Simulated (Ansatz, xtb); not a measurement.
# CH7Si2: which of two isomers lies lower

Structure a: `C[SiH][SiH3]`, a doublet. Structure b: `[SiH2]C[SiH3]`, a doublet. Both are isolated molecules in the gas phase, relaxed with PBE0-D3(BJ)/def2-SVP; the shapes shown needn't be the lowest conformers.

a (Å):

```xyz
10

C    -0.8810    1.3251    0.7455
Si   -0.0269    1.3683   -0.9378
Si    2.2934    1.1352   -0.8510
H    -0.7864    0.3272    1.2051
H    -1.9529    1.5531    0.6443
H    -0.4347    2.0624    1.4294
H    -0.6595    0.3973   -1.8896
H     2.8658    2.2282   -0.0038
H     2.7310   -0.1751   -0.2657
H     2.8637    1.2474   -2.2288
```

b (Å):

```yaml
atoms:
  - { symbol: C, position_ang: [0.4654, 1.4669, 0.4218] }
  - { symbol: Si, position_ang: [-1.1119, 0.5705, -0.0913] }
  - { symbol: Si, position_ang: [1.9782, 1.0764, -0.6303] }
  - { symbol: H, position_ang: [-2.2466, 0.8377, 0.8496] }
  - { symbol: H, position_ang: [-1.5117, 0.9287, -1.4892] }
  - { symbol: H, position_ang: [0.6906, 1.2148, 1.4719] }
  - { symbol: H, position_ang: [0.2802, 2.5563, 0.3848] }
  - { symbol: H, position_ang: [3.1571, 1.8796, -0.1809] }
  - { symbol: H, position_ang: [2.3210, -0.3750, -0.5269] }
  - { symbol: H, position_ang: [1.7057, 1.3971, -2.0652] }
```

Quicker runs give these differences E(b) − E(a): GFN2-xTB +7.9 kJ/mol; HF/STO-3G +25.4 kJ/mol (at GFN2-xTB geometries); r2SCAN-D4/def2-SVP +12.8 kJ/mol (at GFN2-xTB geometries).

**Question.** Estimate E(b) − E(a) at the level CCSD(T)/def2-SVP + ΔMP2/def2-TZVPP.

**Answer.** Calculated at CCSD(T)/def2-SVP + ΔMP2/def2-TZVPP: E(b) − E(a) = +9.1 kJ/mol, so structure a lies lower.

The same difference at several levels:

```csv
level,geometry,E(b) − E(a) (kJ/mol),departure from the last row (kJ/mol),"job, with rough time for the two"
GFN2-xTB,GFN2-xTB,+7.9,−1.2,"optimisation, 0.12 s"
HF/STO-3G,GFN2-xTB,+25.4,+16.3,"single point, 0.2 s"
r2SCAN-D4/def2-SVP,GFN2-xTB,+12.8,+3.6,"single point, 2.3 s"
PBE0-D3(BJ)/def2-SVP,PBE0-D3(BJ)/def2-SVP,+19.7,+10.6,"optimisation, 25 s"
HF/def2-SVP,PBE0-D3(BJ)/def2-SVP,+3.7,−5.4,part of the CCSD(T) run
MP2/def2-SVP,PBE0-D3(BJ)/def2-SVP,+4.1,−5.0,part of the CCSD(T) run
CCSD(T)/def2-SVP,PBE0-D3(BJ)/def2-SVP,+9.9,+0.7,single point
CCSD(T)/def2-SVP + ΔMP2/def2-TZVPP,PBE0-D3(BJ)/def2-SVP,+9.1,,"single point, 15 s"
```

As drawn, b has 1 C–Si, 1 Si–H in place of 1 Si–Si, 1 C–H.

The levels shown agree on the order. The largest departure from CCSD(T)/def2-SVP + ΔMP2/def2-TZVPP is that of HF/STO-3G, 16.3 kJ/mol. The last row adds to CCSD(T) the change of the MP2 difference between the two basis sets, here −0.7 kJ/mol.

With harmonic frequencies from PBE0-D3(BJ)/def2-SVP (ideal gas, rigid rotor, one conformer each, 298.15 K, 1 atm): on the last row, ΔE + ΔZPE = +3.9, ΔH = +2.8, ΔG = +5.3 kJ/mol.

Open shells are spin-unrestricted. The correlated steps freeze 11 core orbitals. Run with Ansatz 0.2.0, xtb 6.7.1; the last row on 2 threads of Intel(R) Xeon(R) 6975P-C (Granite Rapids) on a shared host.
